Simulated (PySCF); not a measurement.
Species: H3PO4.
Numbering: `[O:1]=[P:2]([OH:3])([OH:4])[OH:5]` (hydrogens: H6 on O3; H7 on O4; H8 on O5)

A GFN2-xTB structure was refined with PBE0-D3(BJ)/def2-TZVP geometry optimisation, gas phase (PySCF). Its GFN2-xTB values:

```
coordinate  GFN2-xTB
     O1=P2   1.475 Å
     P2–O3   1.610 Å
     P2–O4   1.632 Å
     O3–H6   0.970 Å
  O1–P2–O3    116.6°
  O1–P2–O4    112.1°
  O3–P2–O4    103.3°
  O4–P2–O5    104.3°
```

How do these coordinates change at the PBE0-D3(BJ)/def2-TZVP level?

```
coordinate  PBE0-D3(BJ)/def2-TZVP (Å or °)  change
     P2–O4                           1.597  -0.035
     P2–O3                           1.587  -0.023
     O1=P2                           1.454  -0.021
     O3–H6                           0.963  -0.007
  O1–P2–O4                           114.3    +2.2
  O3–P2–O4                           101.6    -1.7
  O4–P2–O5                           106.0    +1.7
  O1–P2–O3                           118.2    +1.6
```

The energy falls by 10.6 kJ/mol over 17 energy and gradient evaluations, the largest force component goes from 0.0427 to 2.4e-04 Eh/bohr, and the atoms move by 0.133 Å rms after alignment. The bond that changes most is P2–O4 (phosphoryl phosphorus to hydroxyl oxygen), which shortens by 0.035 Å. Bonds longer at the end by more than 0.005 Å: 2 of 7; shorter: 4. Among the dihedrals that turn most is O1–P2–O3–H6, from 18° to 46°. Rotational constants go from 4609, 4416, 4288 to 4668, 4513, 4414 MHz.

The run used 179 basis functions and 120 SCF cycles in all.

PBE0-D3(BJ)/def2-TZVP frequencies: not computed here. One conformer, not necessarily the lowest.
